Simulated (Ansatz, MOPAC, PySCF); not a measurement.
Process, species as SMILES: CCO + 2 [H][H] (H2) -> 2 C (CH4) + O (H2O)

Wanted: energy of full hydrogenation (enthalpy at 298 K), in kcal/mol. Terms: 6-311+G** with 5d; frozen cores in correlated levels; spin-orbit terms left out; no dispersion term unless named; six Cartesian d functions in 6-31G* and its kin unless marked 5d; LANL2DZ all-electron up to Ne; non-relativistic. CBS(X,Y): correlation extrapolated as X^-3; Hartree-Fock from the larger set. [CCSD(T)-MP2]/basis is that difference in the basis named. Ab initio and DFT rows: single points at B3LYP-D3(BJ) geometries (Ansatz, a first-principles code), with unscaled harmonic terms from B3LYP/6-31G* at its own minima. Semi-empirical rows: MOPAC heats of formation at their own minima for 298 K.

Measured values: Active Thermochemical Tables 1.112 (ions: stationary electron), as tabulated in the package chemicals; they hold spin-orbit and core effects, anharmonicity and other conformers. 

Value to compare with, the measured value: -37.4 kcal/mol.

```tsv
level	program	energy of full hydrogenation (enthalpy at 298 K) (kcal/mol)	error
AM1	MOPAC	-3.8	33.6
PM6	MOPAC	27.5	64.9
HF/3-21G	Ansatz	-38.3	-0.9
PBE/STO-3G	Ansatz	-15.0	22.4
PBE/3-21G	Ansatz	-24.5	12.9
PBE/LANL2DZ	Ansatz	-37.0	0.4
PBE/6-31G*	Ansatz	-29.0	8.4
B3LYP/STO-3G	Ansatz	-18.1	19.3
B3LYP/6-31G*	Ansatz	-31.6	5.8
B3LYP/6-31G**	Ansatz	-33.8	3.6
B3LYP/6-311+G**	Ansatz	-38.6	-1.2
MP2/3-21G	Ansatz	-28.0	9.4
MP2/LANL2DZ	Ansatz	-37.2	0.2
MP2/6-31G*	Ansatz	-29.0	8.4
PBE/def2-TZVPD	Ansatz	-35.9	1.5
B3LYP/def2-TZVPD	Ansatz	-37.9	-0.5
M06-2X/def2-TZVPD	PySCF	-33.6	3.8
RI-MP2/CBS(aug-cc-pVTZ,aug-cc-pVQZ)+[CCSD(T)-MP2]/aug-cc-pVTZ	Ansatz	-36.8	0.6
```

Among the 14 habitual levels, PM6 lies farthest from the measured value (64.9 kcal/mol); 12 of 14 lie above it, and their mean absolute error is 13.7 kcal/mol, the median 8.4. One case shows no general order.

The levels are drawn from those run, B3LYP/6-31G* more often than the rest, none by its result; runs whose electronic state is in doubt are left out.
